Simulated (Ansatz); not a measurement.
**bcc Na**

Computed with PBE-D4 in Ansatz (plane waves, PAW).

Numerical settings: plane-wave cutoff 500 eV, 24×24×24 k mesh, Fermi–Dirac smearing 0.1 eV, scalar-relativistic PAW data made under PBE.

Cell (relaxed at this level):

Space group Im-3m (No. 229); a = b = c = 4.1883 Å, α = β = γ = 90.00°

| atom | site | symmetry | x | y | z |
|---|---|---|---|---|---|
| Na | 2a | m-3m | 0.0000 | 0.0000 | 0.0000 |
(The calculation used a cell of 1 atom; values per cell refer to that cell.)

```
Item                                Result
---------------------------  -------------
equilibrium volume per atom  36.73 Å³/atom
lattice parameter a                4.188 Å
```

Measured, for comparison: equilibrium volume per atom 37.42 Å³/atom (static lattice: zero-point anharmonic expansion removed; as tabulated in Mejia-Rodriguez and Trickey (2018), arXiv:1807.09216); lattice constant a 4.214 Å (static lattice: zero-point anharmonic expansion removed, our sources range from 4.207 to 4.214; as tabulated in Mejia-Rodriguez and Trickey (2018), arXiv:1807.09216). Computed (rounded) less measured: equilibrium volume per atom -1.8 %, lattice constant a -0.6 % (-0.5 % to -0.6 % over the range).

Note: a distance lies near a switch of the dispersion term, which can move the cell.

The computed numbers hold no vibrational or temperature effects.

It cost roughly 30 core-seconds of CPU time.

Ansatz is a quantum-chemistry and plane-wave program.
